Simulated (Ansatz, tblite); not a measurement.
# The cluster Si3−: a ladder of methods and basis sets

The task here is to estimate one member of a computed series from the others.

Computed with Ansatz 0.2.0, Gaussian basis. Level: as each input shows.

Plan: GFN1-xTB, PBE-D4/def2-TZVPD, r2SCAN-D4/def2-TZVPD, B3LYP-D4/def2-TZVPD, LC-ωPBE/def2-TZVPD, B97M-V/def2-TZVPD, HF/def2-TZVPD, ωB97X-V/def2-TZVPD, PBE-D4/def2-SVPD, PBE0-D4/def2-SVPD, HF/STO-3G, HF/6-31G, B3LYP-D4/6-31G, CCSD(T)/def2-TZVPPD, MP2/def2-TZVPD, RPA/def2-TZVPD.

## The geometry

The doublet was relaxed beforehand with PBE-D4/def2-TZVPD. At that level it is the lowest of the isomers that a small search found.

3 atoms, charge -1, spin multiplicity 2.

Bond lengths: Si1–Si2 2.436 Å, Si1–Si3 2.262 Å, Si2–Si3 2.262 Å. Angles: Si2–Si1–Si3 57.4°, Si1–Si2–Si3 57.4°, Si1–Si3–Si2 65.2°.

As a file:

```
Si   -0.2998    1.1689    0.6568
Si    1.1843   -0.2566   -0.6472
Si   -0.8845   -0.9123   -0.0096
```

The ion is computed in the gas phase, without counter-ions or solvent.

PBE0-D4/def2-TZVPD was run before; its log isn't repeated, and its numbers join the tables.

Set-up of the first run:

Tight binding, by tblite at 300 K electronic temperature and without a spin-polarisation term:

```python
tblite.interface.Calculator('GFN1-xTB', numbers, positions, charge=-1, uhf=1).singlepoint()
```

start.molden holds the orbitals of an earlier run on this state, given as this run's starting guess.

in.yaml

```yaml
crystal:
  periodic: [false, false, false]
  atoms:
    - {symbol: Si, position_ang: [-0.299831, 1.168861, 0.656770]}
    - {symbol: Si, position_ang: [1.184333, -0.256611, -0.647161]}
    - {symbol: Si, position_ang: [-0.884512, -0.912250, -0.009608]}
basis:
  gaussian: {orbitals: def2-TZVPD, initial_orbitals: start.molden}
total_charge: -1
magnetization: {spin_polarized: true, initial_magnetization: 1}
hamiltonian: {xc: pbe, dispersion: d4}
scf: {omitted_lower_state_checks: [starts]}
output: {orbitals: {seedname: orbitals}}
```

Run with:

```bash
$ ansatz run in.yaml --threads 4 --pin off --events-out ev --progress --plain --max-ram 3916MiB
```

Among the steps run: PBE-D4/def2-TZVPD; r2SCAN-D4/def2-TZVPD; B3LYP-D4/def2-TZVPD; LC-ωPBE/def2-TZVPD; B97M-V/def2-TZVPD; HF/def2-TZVPD; ωB97X-V/def2-TZVPD; PBE-D4/def2-SVPD; PBE0-D4/def2-SVPD; HF/STO-3G; HF/6-31G; B3LYP-D4/6-31G; CCSD(T)/def2-TZVPPD; MP2/def2-TZVPD; RPA/def2-TZVPD.

One of the session's tables, all rows but one given; the rest of the session is left out.

| level | LUMO (eV) | gap (eV) |
| --- | --- | --- |
| HF/STO-3G | 12.70 | 8.77 |
| HF/6-31G | 4.35 | 6.82 |
| HF/def2-TZVPD | 4.47 | 6.96 |
| PBE-D4/def2-SVPD | 0.80 | 0.48 |
| PBE-D4/def2-TZVPD | 0.71 | 0.50 |
| r2SCAN-D4/def2-TZVPD | 0.87 | 0.84 |
| B97M-V/def2-TZVPD | 0.79 | 0.75 |
| B3LYP-D4/6-31G | 1.34 | 1.62 |
| B3LYP-D4/def2-TZVPD | 1.27 | 1.68 |
| PBE0-D4/def2-SVPD | 1.51 | 2.05 |
| PBE0-D4/def2-TZVPD | ? | ? |
| LC-ωPBE/def2-TZVPD | 3.39 | 6.29 |
| ωB97X-V/def2-TZVPD | 3.18 | 5.77 |

Q: Estimate the row for PBE0-D4/def2-TZVPD from the others.

As computed: LUMO (eV): 1.43; gap (eV): 2.06. In the column «LUMO (eV)» it lies between B3LYP-D4/6-31G (1.34) and PBE0-D4/def2-SVPD (1.51).

To keep in mind: Over the named functionals and Hartree-Fock in def2-TZVPD spin contamination reaches 0.06 (HF), which is small.
